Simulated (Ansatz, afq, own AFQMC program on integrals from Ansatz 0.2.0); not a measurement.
**Al$_{2}$H$_{2}$, triplet → Al₂H₂⁺, quartet, worked out**

```json
{"atom": "Al", "x (Å)": "0.0000", "y (Å)": "0.0000", "z (Å)": "1.1500"}
{"atom": "Al", "x (Å)": "0.0000", "y (Å)": "0.0000", "z (Å)": "-1.1500"}
{"atom": "H", "x (Å)": "0.0000", "y (Å)": "0.0000", "z (Å)": "2.7245"}
{"atom": "H", "x (Å)": "0.0000", "y (Å)": "0.0000", "z (Å)": "-2.7245"}
```

Connectivity, by distances: AlH–AlH.

Both states at this geometry.

Basis cc-pVDZ. Noble-gas cores (and the filled d shells of Ga–Kr and In–Xe) are frozen. AFQMC by an in-house program on the Cholesky factors that Ansatz 0.2.0 writes for its CCSD(T) run. The CISD trial takes its coefficients from CCSD amplitudes. Released means that phaseless walkers are propagated on without the constraint, phases kept. ± is one standard error of the sampling.

Total energies in eV. CBS is CCSD(T) at the limit of def2-TZVPP/QZVPP (extrapolated itself); the highest rung of each member is named.

Cautions: Al₂H₂ (triplet): the released energies are still falling, so no released level is given (meV from the phaseless value at times in 1/Eh: -2.5 ± 1.6 at 0.24, -6.2 ± 1.4 at 0.51, -9.0 ± 1.3 at 0.99, -13.0 ± 1.2 at 1.62, -16.4 ± 2.1 at 2.40), though the last usable value meets CCSDT(Q) within the noise, its ph-AFQMC/CISD value lies 18.6 ± 2.1 meV above CCSDT(Q); Al₂H₂⁺ (quartet): another spin lies lower, raised T1 diagnostic (T1 0.046, weight of the determinant 0.87, largest double 0.08), the released energies are still falling, so no released level is given (meV from the phaseless value at times in 1/Eh: -6 ± 3 at 0.24, -8.9 ± 2.1 at 0.51, -11 ± 3 at 0.99, -17.6 ± 1.8 at 1.62, -22 ± 3 at 2.40), its ph-AFQMC/CISD value lies 31 ± 3 meV above CCSDTQ; this isn't the first ionization; core correlation is missing, and it shifts such a gap most where an s electron is promoted.

```csv
member,count,CCSD(T)/cc-pVDZ,highest rung in cc-pVDZ,which,CCSD(T)/CBS
"Al₂H₂⁺, quartet",+1,-13189.1934,-13189.2466,CCSDTQ,-13190.6941
"Al₂H₂, triplet",-1,-13199.1020,-13199.1477,CCSDT(Q),-13200.7996
```

Work out the best estimate of the vertical ionization energy: the CCSD(T)/CBS difference plus the step from CCSD(T) to the highest rung.

Sums with the counts: CCSD(T)/CBS 10.1055 eV, highest rung 9.9011 eV, CCSD(T)/cc-pVDZ 9.9086 eV. The step is 9.9011 − 9.9086 = -0.0075 eV, so the best estimate is 10.1055 + (-0.0075) = 10.0980 eV = 974.3 kJ/mol. The basis set is worth 0.197 eV of it. Zero-point, core-correlation and spin–orbit terms aren't in it. Past Ne the Hartree–Fock part of each CBS total tends to overshoot, since the cores don't follow the formula; that largely cancels in the difference.

Best estimates are given only where the step beyond CCSD(T) is under 0.3 eV and no member's determinant is very poor (T1 over 0.05, or 0.07 for open shells, ⟨S²⟩ too high by 0.3, two states mixed), so the hardest cases are missing from such tables.

CCSDT and higher add their correlation energy to the determinant of the CCSD(T) run, since their own runs factorise the integrals more tightly (a shift of under 2 meV). Each member of a difference takes its own highest rung, so a best estimate needn't equal the limit plus the step of one row.
